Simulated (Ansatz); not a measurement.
## Worked example: correlation energy of CH2, singlet

Geometry: a PBE0/def2-TZVP stationary point for this spin, not checked as a minimum.

```yaml
atoms:
  - { symbol: C, position_ang: [0.0000, -0.1011, 0.0000] }
  - { symbol: H, position_ang: [0.0000, 0.6021, -0.8621] }
  - { symbol: H, position_ang: [0.0000, 0.6021, 0.8621] }
```

Basis cc-pVDZ; Ansatz 0.2.0. Correlated methods freeze the noble-gas cores, which leaves 6 electrons in 23 orbitals. Prefix R: restricted or restricted open-shell reference.

Full CI is exact within this basis and frozen core; it isn't the basis-set limit.

Runs differ by some tens of microhartree through their thresholds, so steps under 0.03 kcal/mol mean nothing.

```json
{"level": "RHF", "total energy (hartree)": "-38.881039"}
{"level": "RMP2", "total energy (hartree)": "-38.991341"}
{"level": "RCCSD", "total energy (hartree)": "-39.019377"}
{"level": "RCCSD(T)", "total energy (hartree)": "-39.022281"}
{"level": "RCCSDT", "total energy (hartree)": "-39.022997"}
{"level": "RCCSDT(Q)", "total energy (hartree)": "-39.023150"}
{"level": "RCCSDTQ", "total energy (hartree)": "-39.023180"}
{"level": "full CI", "total energy (hartree)": "-39.023186"}
```

**Question.** What is the correlation energy at full CI, and what share of it do RMP2 and RCCSD(T) recover?

**Answer.** E(corr) = -39.023186 − (-38.881039) = -0.142147 hartree = -3.868 eV. RMP2: -0.110302 / -0.142147 = 77.60 %. RCCSD(T): -0.141242 / -0.142147 = 99.36 %.

**Question.** By how many kcal/mol does RCCSD(T) miss full CI (1 hartree = 627.509 kcal/mol), and which steps make up the rest?

**Answer.** -39.022281 − (-39.023186) = 0.000905 hartree = 0.57 kcal/mol. Steps: RCCSDT − RCCSD(T) = -0.45, RCCSDT(Q) − RCCSDT = -0.10, RCCSDTQ − RCCSDT(Q) = -0.02, full CI − RCCSDTQ = 0.00 kcal/mol. That is within 1 kcal/mol of the reference in this basis, which itself misses far more of the correlation at the basis-set limit.
